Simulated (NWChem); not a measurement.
## Correlation energy of ammonia (H₃N)

```
N
H 1 1.0309
H 1 1.0310 2 104.01
H 1 1.0310 2 104.01 3 -108.62
```
Charge 0, spin multiplicity 1.

Program: NWChem. Structure: optimised with PBE/def2-SVP, a minimum by its harmonic frequencies.

Basis set: cc-pVQZ. Each correlation energy counts from its own Hartree-Fock reference.

The correlated methods keep 1 core orbital frozen. Coupled-cluster values serve here as a point of comparison, not as the truth.

Problem. One of these methods gave a correlation energy of -252.9 mHa. Which?
A. CCSD
B. CR-CCSD[T]
C. RI-MP2
D. SCS-MP2

Solution. C, RI-MP2. The others give -256.4 (SCS-MP2), -262.6 (CCSD), -270.6 (CR-CCSD[T]).
